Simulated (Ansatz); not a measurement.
`C=NC(C)(F)F` and `CC(F)(F)Cl` differ in one atom or group.

Ansatz, PBE0-D4/def2-TZVP geometries, multiplicity 1. Each molecule was computed in one conformer, which needn't be the lowest.

```csv
property,`C=NC(C)(F)F`
HOMO–LUMO gap (B3LYP/def2-TZVPP) / eV,6.69
HOMO–LUMO gap (PBE0/def2-TZVPP) / eV,7.20
LUMO energy (B3LYP/def2-TZVPP) / eV,-1.32
HOMO energy (ωB97M-V/def2-TZVPP) / eV,-10.65
HOMO–LUMO gap (ωB97M-V/def2-TZVPP) / eV,11.85
HOMO energy (PBE/def2-TZVPP) / eV,-6.67
```

Q: What does the change do to each property? (Best estimate.)

A: Computed: 
| property | `CC(F)(F)Cl` | shift |
| --- | --- | --- |
| HOMO–LUMO gap (B3LYP/def2-TZVPP) / eV | 9.20 | 2.51 |
| HOMO–LUMO gap (PBE0/def2-TZVPP) / eV | 9.81 | 2.61 |
| LUMO energy (B3LYP/def2-TZVPP) / eV | 0.17 | 1.49 |
| HOMO energy (ωB97M-V/def2-TZVPP) / eV | -11.63 | -0.98 |
| HOMO–LUMO gap (ωB97M-V/def2-TZVPP) / eV | 14.39 | 2.54 |
| HOMO energy (PBE/def2-TZVPP) / eV | -7.80 | -1.13 |

With PBE0 the HOMO falls by 1.06 eV and the LUMO rises by 1.54 eV, so the gap widens by about 2.60 eV. PBE moves the HOMO by -1.13 eV and ωB97M-V by -0.98 eV.

B3LYP here is the variant with VWN-RPA as its local correlation; programs differ in this.
